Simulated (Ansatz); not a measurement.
C4H4F2 can be A, `F[C@@H]1C=C[C@H]1F`, or B, `C=C(F)/C=C/F`.

Calculated with Ansatz (gas phase, PBE0-D4/def2-TZVP geometries, no zero-point term in ΔE). CBS: MP2 limit from def2 TZ/QZ plus the TZ coupled-cluster correction, frozen cores. Functionals use def2-TZVPP. B3LYP here is the variant with VWN-RPA as its local correlation; programs differ in this. Each species was taken in one conformer, which may not be the lowest.

Q: Which is lower in electronic energy at CCSD(T)/CBS, and by how much? (An estimate is asked.)

A: The calculation gave: B, by 8.8 kcal/mol.

Q: Give E(B) − E(A) in kcal/mol with r2SCAN-D4, ωB97M-V, CCSD/def2-TZVPP, B3LYP-D4, MP2/def2-TZVPP, PBE0-D4, BLYP-D4. (Estimate.)

A: The calculation gave: r2SCAN-D4 -12.9, ωB97M-V -8.8, CCSD/def2-TZVPP -8.8, B3LYP-D4 -14.1, MP2/def2-TZVPP -7.9, PBE0-D4 -8.6, BLYP-D4 -16.7. None reverses the order clearly.

Q: Does the order hold for the free energy at 298.15 K (harmonic terms from PBE0-D4)? (Best estimate.)

A: Ansatz gave: Yes: G(B) − G(A) = -10.8 kcal/mol, for one conformer each.

Largest T1 diagnostic: 0.012.

From PBE to PBE0 (25 % exact exchange), in def2-TZVPP and without D4, E(B) − E(A) moves by +2.9 kcal/mol. At CCSD(T), def2-SVP lies −1.9 kcal/mol from the extrapolated value and def2-TZVPP −0.6 kcal/mol.
